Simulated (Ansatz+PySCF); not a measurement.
## doublet CH₃O: levels of theory in one basis

```xyz
5

H    -1.2324   -0.8857    0.1030
C    -0.6861    0.0312   -0.0656
O     0.6695   -0.1216    0.0244
H     1.0901    0.7387   -0.0674
H    -1.1167    0.9754    0.1738
```

Basis set: cc-pVTZ (spherical functions). Correlated methods keep 2 orbitals frozen. Correlation on ROHF uses semicanonical orbitals with singles. Charge 0, multiplicity 2.

Computed with Ansatz (development build ahead of 0.2.0) and PySCF 2.14.0; each method stands on the lowest determinant of its kind that the runs found.

```csv
method,E − E(ROHF) (eV),<S²> of the determinant
ROHF,0.00,0.75
UHF,-0.12,0.76
ROHF-MP2,-10.83,–
UHF-MP2,-10.82,0.76
```

What does ROHF-CCSD(T) give on the same scale?

-11.70 eV.
